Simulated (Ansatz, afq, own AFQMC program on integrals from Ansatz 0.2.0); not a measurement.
**Where AFQMC and coupled cluster stand for SiH4S, triplet**

```xyz
6

Si   -1.8435    0.0000    0.0000
H    -2.3384    1.3997    0.0000
H    -2.3384   -0.6999    1.2122
H    -2.3384   -0.6999   -1.2122
H    -0.3589    0.0000    0.0000
S     1.8465    0.0000    0.0000
```

Connectivity, by distances: SiH4 ··· S.

Basis cc-pVTZ. Noble-gas cores (and the filled d shells of Ga–Kr and In–Xe) are frozen. Integrals, coupled cluster, full CI and functionals: Ansatz 0.2.0; the random walks run on the same integrals in our own AFQMC program. ph-AFQMC/CISD is guided by a CISD state made of CCSD amplitudes; releasing the constraint for a short imaginary time cuts its bias at the price of noise, slowly where states lie close. Uncertainties: one standard error, sampling alone.

Determinant: UHF, the one that the program's search chose, which needn't be the lowest solution. The geometry is a point of a scan.

No full CI on the walks' own integrals is used here. The released AFQMC energy serves as the reference, which it does only where one determinant dominates, the energy is flat over the last release times and near the phaseless one (40 meV or 2 meV an electron, half that with transition metals). On small molecules, where full CI could be run and the noise was under 10 meV, such values lay within 10 meV of it in 19 cases of 20, a flattering rate, since the rule was set on those same cases; what remains of the bias isn't in the error bar.

Cautions: lower spins were not checked; the released value is read at 2.40 1/Eh (meV from the phaseless value at times in 1/Eh: -5 ± 4 at 0.24, -13 ± 3 at 0.51, -6 ± 4 at 0.99, -9 ± 6 at 1.62, -13 ± 7 at 2.40).

The T1 diagnostic is 0.0117 and the weight of the determinant in the CISD state is 0.855. The ⟨S²⟩ of the determinant is 2.013 and the size of the correlated space is 14 electrons in 114 orbitals.

| level | correlation energy (eV) |
| --- | --- |
| MP2 | -7.2429 |
| CCSD | -8.6564 |
| CCSD(T) | -8.9093 |

Task: Estimate where AFQMC with the constraint released lies against CCSD(T) on the same integrals.

Result: 44.1 ± 7.3 meV below CCSD(T).

Reference: AFQMC with the constraint released, correlation energy -8.953 ± 0.007 eV.

```csv
level,E − E(reference) (meV),share of correlation (%)
CCSD(T),44.1 ± 7.3,99.51
ph-AFQMC/HF,121.1 ± 29.7,98.65
ph-AFQMC/CISD,13.2 ± 10.0,99.85
```

A walk keeps the symmetry of its determinant, which the program's search chose and which needn't be the lowest solution, so a lower state of the same spin and another symmetry isn't excluded. Released energies are given only where the last usable release times agree within the noise; a slower fall can still hide under it.
